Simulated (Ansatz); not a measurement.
We consider rhombohedral A7 Bi, described by HSE06-D3(BJ) (Ansatz, a program for electronic structure, PAW).

Settings: plane-wave cutoff 460 eV, 8×8×8 k mesh, Fermi–Dirac smearing 0.05 eV, scalar-relativistic PAW data made under PBE.

Computed at the level's own relaxed cell.

### Question
Give the computed equilibrium lattice constant a and c axis length.

### Answer

- equilibrium lattice constant a = 4.455 Å
- c axis length = 11.551 Å

Measured, for comparison: lattice constant a 4.533 Å, lattice parameter c 11.796 Å (low temperature, zero-point motion not removed, hexagonal setting; as tabulated in Arnaud et al. (2016), arXiv:1602.08959). Computed (rounded) less measured: lattice constant a -1.7 %, lattice parameter c -2.1 %.

Spin–orbit coupling is not included; it can shift volumes and moduli of such heavy elements.

The computed numbers hold no vibrational or temperature effects.
